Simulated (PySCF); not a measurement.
**Working out the ionisation energy of Ar**

Ar [Ar] (1S) → Ar⁺ [Ne] 3s2 3p5 (2P). Computed with PySCF 2.14 in cc-pVTZ-DK (5s4p2d1f, 34 functions), with scalar relativity by spin-free X2C-1e. Frozen: [Ne]. Energies in hartree (1 hartree = 27.21139 eV):

```
            part   Ar (lower)  Ar⁺ (upper)
             UHF  -528.621423  -528.086487
CCSD correlation    -0.223577    -0.189325
             (T)    -0.006470    -0.004998
```

Task: What does Hartree-Fock give?

Result: (-528.086487) − (-528.621423) = 0.534936 hartree = 14.556 eV.

Task: What do CCSD and CCSD(T) give?

Result: The CCSD correlation energies differ by 0.034252 hartree = 0.932 eV and the triples by 0.001472 hartree = 0.040 eV, so CCSD gives 15.488 eV and CCSD(T) 15.528 eV.

Measured between the centres of the two terms (NIST): 15.819 eV, so CCSD(T) (valence) is off by -0.291 eV.

What remains against the reference includes basis incompleteness, the frozen core and higher excitations.
